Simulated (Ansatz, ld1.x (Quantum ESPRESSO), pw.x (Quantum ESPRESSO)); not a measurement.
# Equation-of-state test of one TM potential (platinum (Pt))

ld1.x (Quantum ESPRESSO) 7.5 input, shortened:

```
&input
   title='Pt', zed=78., rel=1, dft='PBESOL', iswitch=3,
   config='[Xe] 4f14 5d7 6s0 6p0'
 /
 &inputp
   pseudotype=2, tm=.true., lloc=1,
   nlcc=.true., new_core_ps=.true., rcore=1.10
 /
3
6S  1  0   0.00   0.00  1.85  1.85  0.0
5D  3  2   7.00   0.00  1.60  1.60  0.0
6P  2  1   0.00   0.00  2.25  2.25  0.0
 &test
   configts(1)='5d7 6s0 6p0'
 /
```

Atomic tests: cutoffs needed: 40 Ry and 70 Ry (the cutoffs (Ry, on a coarse ladder) from which the occupation-weighted sum of valence levels, in a spherical-Bessel basis at the reference potential, stays within 10 and 1 mRy of its value at 400 Ry); ghost test: ghost state, extra bound levels that the all-electron valence spectrum of the same l lacks: s at -23.7 eV; a true bound ghost makes a file unfit for plane-wave use (spherical-Bessel basis up to 400 Ry, 20 bohr box); configuration tests: 1 of 7 tests not solved or not reliable.

Crystal test: fcc Pt in pw.x 7.5, no spin, 14³ k-points, Fermi–Dirac smearing 0.01 Ry, cutoffs 85/340 Ry. The reference is all-electron LAPW (Ansatz 0.2.0) with the same functional, mesh and smearing; V0 and B0 come from Birch–Murnaghan fits to the pressures at five volumes. Errors are pseudo minus all-electron; Δ is the rms difference of the E(V) curves that follow from these fits, minima aligned, over ±6 % about the mean V0. Mesh and smearing are coarse, so the numbers serve the comparison and aren't converged zero-temperature values; the lattice is a test structure that the element need not adopt.

All-electron: a0 = 3.920 Å (V0 = 15.06 Å³/atom), B0 = 284.6 GPa.

Q: How far does the potential miss the all-electron equation of state?

A: mean pressure error (GPa): +15.80; a0 (Å): 3.982; a0 error (%): +1.56; B0 error (%): +2.4; Δ (meV/atom): 46.0. This is a poor potential for the solid. Note: ghost state, extra bound levels that the all-electron valence spectrum of the same l lacks: s at -23.7 eV. A true bound ghost makes a file unfit for plane-wave use. Atomic configuration tests: 1 of 7 tests not solved or not reliable.

```tsv
V (Å³/atom)	P all-electron (GPa)	P pseudo (GPa)
14.299	17.04	37.76
14.676	7.97	25.87
15.052	0.22	15.69
15.428	-6.39	6.98
15.805	-12.01	-0.46
```

Q: At the middle volume, how do free energy and pressure move when the wave cutoff is lowered (ecutrho kept at four times it)?

A:

```tsv
cutoff (Ry)	shift of F (meV/atom)	shift of P (GPa)
38	+231.5	-18.03
51	+31.4	+0.11
68	+11.4	-0.55
```

The 8 pw.x runs together took about 1.7 min on one core of a shared server CPU.
